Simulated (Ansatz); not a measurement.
`[SiH3]C=S` + `BO` → `BO[SiH3]` + `C=S` at 500 K and 1 bar (ligand exchange at the Si–C bond).

Program: Ansatz. Geometries: PBE0-D4/def2-TZVP. ΔE: electronic, gas phase. CCSD(T)/CBS adds triple-zeta CCSD(T) − MP2 to the extrapolated MP2 energy (def2 sets, frozen cores). This one scheme is used for every species.

```json
{"species": "`[SiH3]C=S`", "CCSD(T)/CBS energy (Eh)": "-727.26865", "H − E (kJ/mol)": "139.2", "S (J/(mol·K))": "342.2"}
{"species": "`BO`", "CCSD(T)/CBS energy (Eh)": "-101.80414", "H − E (kJ/mol)": "113.6", "S (J/(mol·K))": "256.0"}
{"species": "`BO[SiH3]`", "CCSD(T)/CBS energy (Eh)": "-392.11480", "H − E (kJ/mol)": "167.4", "S (J/(mol·K))": "338.5"}
{"species": "`C=S`", "CCSD(T)/CBS energy (Eh)": "-436.98974", "H − E (kJ/mol)": "83.9", "S (J/(mol·K))": "252.6"}
```

H − E and S are ideal-gas, rigid-rotor, harmonic terms from PBE0-D4/def2-TZVP. 1 Eh = 2625.50 kJ/mol, R = 8.31446 J/(mol·K).

Question: By hand: ΔE, ΔH, ΔS and ΔG.

Answer: ΔE = (-392.11480) + (-436.98974) − (-727.26865) − (-101.80414) = -0.03175 Eh = -83.4 kJ/mol. Δ(H − E) = 167.4 + 83.9 − 139.2 − 113.6 = -1.5, so ΔH = -84.9 kJ/mol. ΔS = 338.5 + 252.6 − 342.2 − 256.0 = -7.1 J/(mol·K). ΔG = -84.9 − 500 × (-7.1)/1000 = -81.4 kJ/mol.

Question: By hand: the equilibrium constant, and the temperature at which ΔG would vanish if ΔH and ΔS stayed fixed.

Answer: log₁₀ K = −ΔG/(RT ln 10) = 8.5. ΔG = 0 at ΔH/ΔS = 11958 K, far beyond where these terms or the molecules hold.

The number of gas molecules stays the same, so ΔS is small and ΔH decides. A doubt of 5 kJ/mol in ΔE shifts log₁₀ K by 0.5 here. These are equilibria of isolated gas molecules and say nothing of rates. Largest T1 diagnostic: 0.016 (customary marks: 0.02 for closed shells, 0.045 for open ones).
